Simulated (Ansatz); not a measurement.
# SiHCl (triplet): B2PLYP, RPA-PBE over a scan of the distance Cl1–H2 along a hydrogen transfer, cc-pVTZ

How well do these functionals follow the top wave-function level for SiHCl (triplet) over a scan of the distance Cl1–H2 along a hydrogen transfer?

Method: cc-pVTZ, all electrons in the functionals, frozen cores in the correlation of double hybrids and RPA; program: Ansatz 0.2.0, Gaussian basis.

To be run: B2PLYP, RPA-PBE, at 1.279 Å; 1.335 Å; 1.447 Å; 1.560 Å; 1.672 Å.

## 1. What is computed

The geometry derives from fragments relaxed apart (PBE0/def2-TZVP) and kept rigid, so it is no stationary point. A hydrogen atom is moved between rigid fragments.

3 atoms, charge 0, spin multiplicity 3.

Atoms are counted from 1 here; the program's logs count them from 0.

Bond lengths: Cl1–H2 1.279 Å.

No dispersion term is added.

The geometry shown and the zero of energy belong to the point 1.279 Å. The yardstick, UCCSDT(Q), and other wave-function levels (R restricted, U unrestricted, valence and pair active spaces) come from earlier runs.

## 2. B2PLYP, 1.279 Å

Contents of in.yaml:

```yaml
crystal:
  periodic: [false, false, false]
  atoms:
    - {symbol: Cl, position_ang: [0.000000, 0.000000, -1.463600]}
    - {symbol: H, position_ang: [0.000000, 0.000000, -0.184800]}
    - {symbol: Si, position_ang: [0.000000, 0.000000, 1.648400]}
basis:
  gaussian: {orbitals: cc-pVTZ}
magnetization: {spin_polarized: true, initial_magnetization: 2}
hamiltonian: {xc: {name: B2PLYP}}
correlation: {electrons: outside_noble_gas}
```

Launch:

```sh
$ ansatz run in.yaml --threads 1 --pin off --events-out ev --progress --plain --max-ram 2816MiB --backend cpu
```

What it wrote:

```text
Functional definition: B2PLYP
  name "B2PLYP"
  cite "Grimme, J. Chem. Phys. 124, 034108 (2006) doi:10.1063/1.2148954"
  cite "Becke, Phys. Rev. A 38, 3098 (1988) doi:10.1103/PhysRevA.38.3098"
  cite "Lee, Yang & Parr, Phys. Rev. B 37, 785 (1988) doi:10.1103/PhysRevB.37.785"
  parameter a = 0.53
  parameter c = 0.27
  exchange = (1 - a)*b88_x + a*exact_x
  correlation = (1 - c)*lyp_c + c*(mp2_os + mp2_ss)
488 factors; integrals over basis functions are off by at most 1.8e-3 eV
mean field evaluation 1: about -20403.7243 eV, gradient 8.7e0 eV
mean field evaluation 2: about -20403.7706 eV, gradient 8.7e0 eV
mean field evaluation 4: about -20404.4376 eV, gradient 9.1e-1 eV
mean field evaluation 8: about -20404.4524 eV, gradient 3.7e-2 eV
mean field evaluation 16: about -20404.4524 eV, gradient 9.6e-5 eV
mean field evaluation 32: about -20404.4048 eV, gradient 2.2e-1 eV
mean field -20404.45241410 eV, -749.8497955836 hartree, gradient 4.6e-6 eV, S^2 2.009247; 2 other end points of the search recorded, 0 dependent functions left out
10 core orbitals not correlated: weight in the atoms' cores, before any rotation towards them, 1.000 or more for the frozen orbitals, at most 0.000 for the correlated occupied ones
reference -20404.45254145 eV, -749.8498002636 hartree; 7, 5 occupied and 65, 67 virtual orbitals, 488 factors
second order -9.10483241 eV of doubles, -0.00000000 eV of singles
Total energy: -20406.91084620 eV, -749.9401412969 hartree
```

Run time: 4.5 s. Hardware: 1 thread of AMD EPYC 7R13, shared host; peak memory 0.26 GiB.

From the report: ⟨S²⟩ of the determinant 2.009 (pure triplet: 2.00).

## 3. B2PLYP, 1.335 Å

Contents of in.yaml:

```yaml
crystal:
  periodic: [false, false, false]
  atoms:
    - {symbol: Cl, position_ang: [0.000000, 0.000000, -1.482333]}
    - {symbol: H, position_ang: [0.000000, 0.000000, -0.147333]}
    - {symbol: Si, position_ang: [0.000000, 0.000000, 1.629667]}
basis:
  gaussian: {orbitals: cc-pVTZ}
magnetization: {spin_polarized: true, initial_magnetization: 2}
hamiltonian: {xc: {name: B2PLYP}}
correlation: {electrons: outside_noble_gas}
```

The command is unchanged.

What it wrote, shortened:

```text
Functional definition: B2PLYP
  name "B2PLYP"
  cite "Grimme, J. Chem. Phys. 124, 034108 (2006) doi:10.1063/1.2148954"
  cite "Becke, Phys. Rev. A 38, 3098 (1988) doi:10.1103/PhysRevA.38.3098"
  cite "Lee, Yang & Parr, Phys. Rev. B 37, 785 (1988) doi:10.1103/PhysRevB.37.785"
[...]
487 factors; integrals over basis functions are off by at most 1.3e-3 eV
[...]
mean field -20404.46504464 eV, -749.8502597475 hartree, gradient 5.1e-6 eV, S^2 2.010366; 2 other end points of the search recorded, 0 dependent functions left out
10 core orbitals not correlated: weight in the atoms' cores, before any rotation towards them, 1.000 or more for the frozen orbitals, at most 0.000 for the correlated occupied ones
reference -20404.46517156 eV, -749.8502644114 hartree; 7, 5 occupied and 65, 67 virtual orbitals, 487 factors
second order -9.15741705 eV of doubles, -0.00000000 eV of singles
Total energy: -20406.93767416 eV, -749.9411272062 hartree
```

It took 4.5 s on 1 thread of AMD EPYC 7R13, shared host; peak memory 0.25 GiB.

From the report: ⟨S²⟩ of the determinant 2.010 (pure triplet: 2.00).

From 1.279 Å: -0.027 eV.

## 4. B2PLYP, 1.447 Å

Contents of in.yaml:

```yaml
crystal:
  periodic: [false, false, false]
  atoms:
    - {symbol: Cl, position_ang: [0.000000, 0.000000, -1.519667]}
    - {symbol: H, position_ang: [0.000000, 0.000000, -0.072667]}
    - {symbol: Si, position_ang: [0.000000, 0.000000, 1.592333]}
basis:
  gaussian: {orbitals: cc-pVTZ}
magnetization: {spin_polarized: true, initial_magnetization: 2}
hamiltonian: {xc: {name: B2PLYP}}
correlation: {electrons: outside_noble_gas}
```

Launched as before.

What it wrote, shortened:

```text
Functional definition: B2PLYP
  name "B2PLYP"
  cite "Grimme, J. Chem. Phys. 124, 034108 (2006) doi:10.1063/1.2148954"
  cite "Becke, Phys. Rev. A 38, 3098 (1988) doi:10.1103/PhysRevA.38.3098"
  cite "Lee, Yang & Parr, Phys. Rev. B 37, 785 (1988) doi:10.1103/PhysRevB.37.785"
[...]
487 factors; integrals over basis functions are off by at most 1.3e-3 eV
[...]
mean field -20404.36899434 eV, -749.8467299638 hartree, gradient 9.8e-6 eV, S^2 2.013177; 2 other end points of the search recorded, 0 dependent functions left out
10 core orbitals not correlated: weight in the atoms' cores, before any rotation towards them, 1.000 or more for the frozen orbitals, at most 0.000 for the correlated occupied ones
reference -20404.36912004 eV, -749.8467345832 hartree; 7, 5 occupied and 65, 67 virtual orbitals, 487 factors
second order -9.22185632 eV of doubles, -0.00000000 eV of singles
Total energy: -20406.85902124 eV, -749.9382367648 hartree
```

Wall time 3.9 s (1 thread of AMD EPYC 7R13, shared host); peak memory 0.26 GiB.

From the report: ⟨S²⟩ of the determinant 2.013 (pure triplet: 2.00).

From 1.279 Å: +0.052 eV.

## 5. B2PLYP, 1.560 Å

Contents of in.yaml:

```yaml
crystal:
  periodic: [false, false, false]
  atoms:
    - {symbol: Cl, position_ang: [0.000000, 0.000000, -1.557333]}
    - {symbol: H, position_ang: [0.000000, 0.000000, 0.002667]}
    - {symbol: Si, position_ang: [0.000000, 0.000000, 1.554667]}
basis:
  gaussian: {orbitals: cc-pVTZ}
magnetization: {spin_polarized: true, initial_magnetization: 2}
hamiltonian: {xc: {name: B2PLYP}}
correlation: {electrons: outside_noble_gas}
```

Same command.

What it wrote, shortened:

```text
Functional definition: B2PLYP
  name "B2PLYP"
  cite "Grimme, J. Chem. Phys. 124, 034108 (2006) doi:10.1063/1.2148954"
  cite "Becke, Phys. Rev. A 38, 3098 (1988) doi:10.1103/PhysRevA.38.3098"
  cite "Lee, Yang & Parr, Phys. Rev. B 37, 785 (1988) doi:10.1103/PhysRevB.37.785"
[...]
487 factors; integrals over basis functions are off by at most 1.2e-3 eV
[...]
mean field -20404.19720289 eV, -749.8404167445 hartree, gradient 9.9e-6 eV, S^2 2.015019; 2 other end points of the search recorded, 0 dependent functions left out
10 core orbitals not correlated: weight in the atoms' cores, before any rotation towards them, 1.000 or more for the frozen orbitals, at most 0.000 for the correlated occupied ones
reference -20404.19732782 eV, -749.8404213357 hartree; 7, 5 occupied and 65, 67 virtual orbitals, 487 factors
second order -9.20463101 eV of doubles, -0.00000000 eV of singles
Total energy: -20406.68257819 eV, -749.9317526023 hartree
```

It took 2.7 s on 1 thread of AMD EPYC 7R13, shared host; peak memory 0.26 GiB.

From the report: ⟨S²⟩ of the determinant 2.015 (pure triplet: 2.00).

From 1.279 Å: +0.228 eV.

## 6. B2PLYP, 1.672 Å

Contents of in.yaml:

```yaml
crystal:
  periodic: [false, false, false]
  atoms:
    - {symbol: Cl, position_ang: [0.000000, 0.000000, -1.594667]}
    - {symbol: H, position_ang: [0.000000, 0.000000, 0.077333]}
    - {symbol: Si, position_ang: [0.000000, 0.000000, 1.517333]}
basis:
  gaussian: {orbitals: cc-pVTZ}
magnetization: {spin_polarized: true, initial_magnetization: 2}
hamiltonian: {xc: {name: B2PLYP}}
correlation: {electrons: outside_noble_gas}
```

The command is unchanged.

What it wrote, shortened:

```text
Functional definition: B2PLYP
  name "B2PLYP"
  cite "Grimme, J. Chem. Phys. 124, 034108 (2006) doi:10.1063/1.2148954"
  cite "Becke, Phys. Rev. A 38, 3098 (1988) doi:10.1103/PhysRevA.38.3098"
  cite "Lee, Yang & Parr, Phys. Rev. B 37, 785 (1988) doi:10.1103/PhysRevB.37.785"
[...]
484 factors; integrals over basis functions are off by at most 1.8e-3 eV
[...]
mean field -20403.94236048 eV, -749.8310514589 hartree, gradient 2.6e-6 eV, S^2 2.014582; 2 other end points of the search recorded, 0 dependent functions left out
10 core orbitals not correlated: weight in the atoms' cores, before any rotation towards them, 1.000 or more for the frozen orbitals, at most 0.000 for the correlated occupied ones
reference -20403.94248570 eV, -749.8310560606 hartree; 7, 5 occupied and 65, 67 virtual orbitals, 484 factors
second order -9.11082273 eV of doubles, -0.00000000 eV of singles
Total energy: -20406.40240784 eV, -749.9214565318 hartree
```

Wall time 4 s (1 thread of AMD EPYC 7R13, shared host); peak memory 0.26 GiB.

From the report: ⟨S²⟩ of the determinant 2.015 (pure triplet: 2.00).

From 1.279 Å: +0.508 eV.

## 7. RPA-PBE, 1.279 Å

Contents of in.yaml:

```yaml
crystal:
  periodic: [false, false, false]
  atoms:
    - {symbol: Cl, position_ang: [0.000000, 0.000000, -1.463600]}
    - {symbol: H, position_ang: [0.000000, 0.000000, -0.184800]}
    - {symbol: Si, position_ang: [0.000000, 0.000000, 1.648400]}
basis:
  gaussian: {orbitals: cc-pVTZ}
magnetization: {spin_polarized: true, initial_magnetization: 2}
hamiltonian: {xc: {name: PBE}}
correlation: {method: rpa, electrons: outside_noble_gas}
```

Same command.

What it wrote, shortened:

```text
Functional definition: PBE
  name "PBE"
  cite "Perdew, Burke & Ernzerhof, Phys. Rev. Lett. 77, 3865 (1996) doi:10.1103/PhysRevLett.77.3865"
  parent pbe
[...]
488 factors; integrals over basis functions are off by at most 1.8e-3 eV
[...]
mean field -20404.57926506 eV, -749.8544572705 hartree, gradient 6.9e-6 eV, S^2 2.004299; 8 other end points of the search recorded, 0 dependent functions left out
10 core orbitals not correlated: weight in the atoms' cores, before any rotation towards them, 1.000 or more for the frozen orbitals, at most 0.000 for the correlated occupied ones
reference -20379.00559244 eV, -748.9146421359 hartree; 7, 5 occupied and 65, 67 virtual orbitals, 488 factors
Total energy: -20392.58881587 eV, -749.4138163901 hartree
```

Wall time 9.5 s (1 thread of AMD EPYC 7R13, shared host); peak memory 0.26 GiB.

From the report: ⟨S²⟩ of the determinant 2.004 (pure triplet: 2.00).

## 8. RPA-PBE, 1.335 Å

Contents of in.yaml:

```yaml
crystal:
  periodic: [false, false, false]
  atoms:
    - {symbol: Cl, position_ang: [0.000000, 0.000000, -1.482333]}
    - {symbol: H, position_ang: [0.000000, 0.000000, -0.147333]}
    - {symbol: Si, position_ang: [0.000000, 0.000000, 1.629667]}
basis:
  gaussian: {orbitals: cc-pVTZ}
magnetization: {spin_polarized: true, initial_magnetization: 2}
hamiltonian: {xc: {name: PBE}}
correlation: {method: rpa, electrons: outside_noble_gas}
```

The command is unchanged.

What it wrote, shortened:

```text
Functional definition: PBE
  name "PBE"
  cite "Perdew, Burke & Ernzerhof, Phys. Rev. Lett. 77, 3865 (1996) doi:10.1103/PhysRevLett.77.3865"
  parent pbe
[...]
487 factors; integrals over basis functions are off by at most 1.3e-3 eV
[...]
mean field -20404.64291534 eV, -749.8567963751 hartree, gradient 7.0e-7 eV, S^2 2.004410; 8 other end points of the search recorded, 0 dependent functions left out
10 core orbitals not correlated: weight in the atoms' cores, before any rotation towards them, 1.000 or more for the frozen orbitals, at most 0.000 for the correlated occupied ones
reference -20378.95460733 eV, -748.9127684677 hartree; 7, 5 occupied and 65, 67 virtual orbitals, 487 factors
Total energy: -20392.59138347 eV, -749.4139107478 hartree
```

Run time: 9.5 s. Hardware: 1 thread of AMD EPYC 7R13, shared host; peak memory 0.25 GiB.

From the report: ⟨S²⟩ of the determinant 2.004 (pure triplet: 2.00).

From 1.279 Å: -0.003 eV.

## 9. RPA-PBE, 1.447 Å

Contents of in.yaml:

```yaml
crystal:
  periodic: [false, false, false]
  atoms:
    - {symbol: Cl, position_ang: [0.000000, 0.000000, -1.519667]}
    - {symbol: H, position_ang: [0.000000, 0.000000, -0.072667]}
    - {symbol: Si, position_ang: [0.000000, 0.000000, 1.592333]}
basis:
  gaussian: {orbitals: cc-pVTZ}
magnetization: {spin_polarized: true, initial_magnetization: 2}
hamiltonian: {xc: {name: PBE}}
correlation: {method: rpa, electrons: outside_noble_gas}
```

Same command.

What it wrote, shortened:

```text
Functional definition: PBE
  name "PBE"
  cite "Perdew, Burke & Ernzerhof, Phys. Rev. Lett. 77, 3865 (1996) doi:10.1103/PhysRevLett.77.3865"
  parent pbe
[...]
487 factors; integrals over basis functions are off by at most 1.3e-3 eV
[...]
mean field -20404.61706570 eV, -749.8558464184 hartree, gradient 4.3e-6 eV, S^2 2.004676; 8 other end points of the search recorded, 0 dependent functions left out
10 core orbitals not correlated: weight in the atoms' cores, before any rotation towards them, 1.000 or more for the frozen orbitals, at most 0.000 for the correlated occupied ones
reference -20378.73937877 eV, -748.9048589640 hartree; 7, 5 occupied and 65, 67 virtual orbitals, 487 factors
Total energy: -20392.47645243 eV, -749.4096871099 hartree
```

It took 7.5 s on 1 thread of AMD EPYC 7R13, shared host; peak memory 0.26 GiB.

From the report: ⟨S²⟩ of the determinant 2.005 (pure triplet: 2.00).

From 1.279 Å: +0.112 eV.

## 10. RPA-PBE, 1.560 Å

Contents of in.yaml:

```yaml
crystal:
  periodic: [false, false, false]
  atoms:
    - {symbol: Cl, position_ang: [0.000000, 0.000000, -1.557333]}
    - {symbol: H, position_ang: [0.000000, 0.000000, 0.002667]}
    - {symbol: Si, position_ang: [0.000000, 0.000000, 1.554667]}
basis:
  gaussian: {orbitals: cc-pVTZ}
magnetization: {spin_polarized: true, initial_magnetization: 2}
hamiltonian: {xc: {name: PBE}}
correlation: {method: rpa, electrons: outside_noble_gas}
```

Launched as before.

What it wrote, shortened:

```text
Functional definition: PBE
  name "PBE"
  cite "Perdew, Burke & Ernzerhof, Phys. Rev. Lett. 77, 3865 (1996) doi:10.1103/PhysRevLett.77.3865"
  parent pbe
[...]
487 factors; integrals over basis functions are off by at most 1.2e-3 eV
[...]
mean field -20404.46048226 eV, -749.8500920829 hartree, gradient 6.2e-6 eV, S^2 2.004852; 12 other end points of the search recorded, 0 dependent functions left out
10 core orbitals not correlated: weight in the atoms' cores, before any rotation towards them, 1.000 or more for the frozen orbitals, at most 0.000 for the correlated occupied ones
reference -20378.47155340 eV, -748.8950165633 hartree; 7, 5 occupied and 65, 67 virtual orbitals, 487 factors
Total energy: -20392.28513656 eV, -749.4026563813 hartree
```

It took 11 s on 1 thread of AMD EPYC 7R13, shared host; peak memory 0.26 GiB.

From the report: ⟨S²⟩ of the determinant 2.005 (pure triplet: 2.00).

From 1.279 Å: +0.304 eV.

## 11. RPA-PBE, 1.672 Å

Contents of in.yaml:

```yaml
crystal:
  periodic: [false, false, false]
  atoms:
    - {symbol: Cl, position_ang: [0.000000, 0.000000, -1.594667]}
    - {symbol: H, position_ang: [0.000000, 0.000000, 0.077333]}
    - {symbol: Si, position_ang: [0.000000, 0.000000, 1.517333]}
basis:
  gaussian: {orbitals: cc-pVTZ}
magnetization: {spin_polarized: true, initial_magnetization: 2}
hamiltonian: {xc: {name: PBE}}
correlation: {method: rpa, electrons: outside_noble_gas}
```

The command is unchanged.

What it wrote, shortened:

```text
Functional definition: PBE
  name "PBE"
  cite "Perdew, Burke & Ernzerhof, Phys. Rev. Lett. 77, 3865 (1996) doi:10.1103/PhysRevLett.77.3865"
  parent pbe
[...]
484 factors; integrals over basis functions are off by at most 1.8e-3 eV
[...]
mean field -20404.17176626 eV, -749.8394819655 hartree, gradient 9.2e-7 eV, S^2 2.004823; 10 other end points of the search recorded, 0 dependent functions left out
10 core orbitals not correlated: weight in the atoms' cores, before any rotation towards them, 1.000 or more for the frozen orbitals, at most 0.000 for the correlated occupied ones
reference -20378.15137527 eV, -748.8832502340 hartree; 7, 5 occupied and 65, 67 virtual orbitals, 484 factors
Total energy: -20392.01130051 eV, -749.3925930921 hartree
```

It took 9 s on 1 thread of AMD EPYC 7R13, shared host; peak memory 0.26 GiB.

From the report: ⟨S²⟩ of the determinant 2.005 (pure triplet: 2.00).

From 1.279 Å: +0.578 eV.

## 12. The comparison

The yardstick is UCCSDT(Q), where the cluster series has nearly closed. It comes from earlier runs at the same points. Energies in eV, counted from 1.279 Å; blanks weren't run or aren't comparable.

```csv
level,1.279 Å,1.335 Å,1.447 Å,1.560 Å,1.672 Å
UCCSDT(Q),0.000,-0.004,0.119,0.332,0.636
B2PLYP,0.000,-0.027,0.052,0.228,0.508
RPA-PBE,0.000,-0.003,0.112,0.304,0.578
```

Largest miss and mean time a point (UCCSDT(Q) took 25 s a point; shared hosts):

```csv
level,largest miss (eV),where,time a point
B2PLYP,-0.127,1.672 Å,3.9 s
RPA-PBE,-0.058,1.672 Å,9.2 s
```

## 13. Summary of results

| quantity | value |
| --- | --- |
| span of the UCCSDT(Q) curve | 0.640 eV |
| largest miss, B2PLYP | -0.127 eV (1.672 Å) |
| largest miss, RPA-PBE | -0.058 eV (1.672 Å) |

In words: Of the functionals, RPA-PBE keep the smallest largest miss at the points compared (at most 0.058 eV) and B2PLYP strays most (0.127 eV, at 1.672 Å). Functionals and the yardstick converge differently with the basis, so part of each miss in cc-pVTZ is the basis.
